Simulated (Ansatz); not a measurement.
BeH⁺, singlet in cc-pVQZ: errors against full CI

Geometry: a point of a stretch scan, not a stationary point.

| atom | x (Å) | y (Å) | z (Å) |
| --- | --- | --- | --- |
| Be | 0.0000 | 0.0000 | 0.0000 |
| H | 0.0000 | 0.0000 | 2.9820 |

Basis cc-pVQZ; Ansatz 0.2.0. Only valence electrons are correlated (noble-gas cores frozen), which leaves 2 electrons in 84 orbitals. Prefix R: restricted or restricted open-shell reference; prefix U: unrestricted. Active spaces: valence = (2e, 5o) chosen from the atoms' valence shells.

Full CI is exact within this basis and frozen core; it isn't the basis-set limit. The frozen core follows each run's orbitals, which can shift R against U totals by a few meV.

Unrestricted rows (U) aren't spin-pure: their determinants' ⟨S²⟩ exceeds S(S+1) by up to 0.97, so they mix in states of higher spin.

With two correlated electrons CCSD is exact, so what parts a cluster row from full CI is its frozen core alone. RHF is unstable: UHF (⟨S²⟩ = 0.97) lies 2.47 eV below the lowest RHF solution. Higher spins weren't run at this geometry and may lie near or lower.

The UHF ⟨S²⟩ is 0.968 and the T1 diagnostic (RCCSD) is 0.1238. The largest doubles amplitude (RCCSD) is 0.644.

```json
{"level": "RHF", "E − E(full CI) (mEh)": "96.28", "share of correlation (%)": "0.00", "wall time": "–"}
{"level": "UHF", "E − E(full CI) (mEh)": "5.39", "share of correlation (%)": "94.40", "wall time": "–"}
{"level": "RMP2", "E − E(full CI) (mEh)": "41.25", "share of correlation (%)": "57.15", "wall time": "–"}
{"level": "UMP2", "E − E(full CI) (mEh)": "4.34", "share of correlation (%)": "95.50", "wall time": "–"}
{"level": "RCCSD*", "E − E(full CI) (mEh)": "0.00", "share of correlation (%)": "100.00", "wall time": "6.5 s"}
{"level": "UCCSD*", "E − E(full CI) (mEh)": "0.03", "share of correlation (%)": "99.97", "wall time": "9.5 s"}
{"level": "RCCSD(T)*", "E − E(full CI) (mEh)": "0.00", "share of correlation (%)": "100.00", "wall time": "6.5 s"}
{"level": "UCCSD(T)*", "E − E(full CI) (mEh)": "0.03", "share of correlation (%)": "99.97", "wall time": "9.5 s"}
{"level": "BCCD(T)*", "E − E(full CI) (mEh)": "0.00", "share of correlation (%)": "100.00", "wall time": "3.2 s"}
{"level": "CASSCF (valence space)", "E − E(full CI) (mEh)": "0.10", "share of correlation (%)": "99.90", "wall time": "–"}
{"level": "NEVPT2 (valence space)", "E − E(full CI) (mEh)": "-0.01", "share of correlation (%)": "100.01", "wall time": "1.3 s"}
{"level": "MRCISD (valence space)", "E − E(full CI) (mEh)": "-0.04", "share of correlation (%)": "100.04", "wall time": "–"}
{"level": "MRCISD+Q (valence space)", "E − E(full CI) (mEh)": "-0.04", "share of correlation (%)": "100.04", "wall time": "2.2 s"}
{"level": "MRCISD+Q(relaxed) (valence space)", "E − E(full CI) (mEh)": "-0.05", "share of correlation (%)": "100.05", "wall time": "2.2 s"}
```

An asterisk marks runs whose energy the program itself flagged as in doubt.

The correlation energy at full CI, counted from RHF, is -2.620 eV. That run took 3.2 s on 1 thread of Intel Xeon, shared host over 2,056 determinants.

Times hold each run's SCF and search for its determinant on a shared host, so for small cases they say little of a method's own cost; they ran on 1 thread of Intel Xeon. Some runs computed forces too.

The full-CI state has the irrep A1 of C2v, in the program's axes (one component, if the state is degenerate).

Natural occupations of full CI about the gap: 1.397 0.597 0.003 0.002 0.002 0.000 0.000 0.000 0.000 0.000; effectively unpaired electrons, Σ n²(2−n)², 1.41. No single determinant describes this state well, so single-reference rows can miss without a flag.
